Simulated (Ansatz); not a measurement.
A structure relaxed at PBE0-D4/def2-TZVP, charge 0, multiplicity 1:

```csv
atom,x (Å),y (Å),z (Å)
C1,1.422,-0.223,-1.573
C2,0.342,0.304,-0.694
C3,-0.316,-0.399,0.221
C4,-1.389,0.161,1.090
O5,-1.076,0.054,2.468
H6,2.347,0.348,-1.446
H7,1.635,-1.272,-1.361
H8,1.146,-0.136,-2.629
H9,0.073,1.351,-0.830
H10,-0.064,-1.446,0.385
H11,-1.591,1.204,0.807
H12,-2.320,-0.399,0.964
H13,-0.210,0.452,2.598
```

Question: Give its formula and SMILES.

Answer: C4H8O, `C/C=C/CO`.

Question: Point group (tolerance 0.08 Å, 0.16 Å for H)?

Answer: C1.

Question: Summarise the bond lengths by kind.

Answer: 3 × C–C 1.328 to 1.491 Å; 7 × C–H 1.089 to 1.099 Å; 1 × C–O 1.417 Å; 1 × H–O 0.961 Å.

Results of the Gaussian-basis code of Ansatz.
